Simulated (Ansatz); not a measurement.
Results of PBEsol (PAW; Ansatz, a quantum-chemistry and plane-wave program) for chalcopyrite ZnSnAs2.

Settings: plane-wave cutoff 520 eV, 8×8×8 k mesh, Fermi–Dirac smearing 0.01 eV, scalar-relativistic PAW data made under PBE.

Shape and atoms are relaxed at each volume.

Pressure at four volumes; x = ln(V/25.012 Å³). One pressure is withheld.

```
V (Å³/atom)        x  P (GPa)
-----------  -------  -------
24.012       -0.0408     2.73
25.012        0.0000     0.00
25.513        0.0198    -1.16
26.013        0.0392        ?
```

Q: Pass a parabola P(x) through the three rows shown, estimate the bulk modulus and its pressure derivative near zero pressure, and predict the withheld pressure.

A: Slopes between the rows: (0.00 − (2.73))/(0.0000 − (-0.0408)) = -66.91 and (-1.16 − (0.00))/(0.0198 − (0.0000)) = -58.59 GPa. Their difference over the span 0.0606 is c = 8.32/0.0606 = 137.3 GPa, so P(x) = 2.73 + (-66.91)(x − (-0.0408)) + 137.3 (x − (-0.0408))(x − (0.0000)). At the middle row B = −dP/dx = −[-66.91 + 137.3 × 0.0408] = 61.3 GPa, and B′ = dB/dP = 2c/B = 4.5. At x = 0.0392 the parabola gives -2.19 GPa; the run gives -2.19 GPa. The Birch–Murnaghan fit to the energies at all volumes has B0 = 61.0 GPa and B′ = 4.5.

Note: this level leaves the solid without a gap, although one is measured.

Spin–orbit coupling is not included.
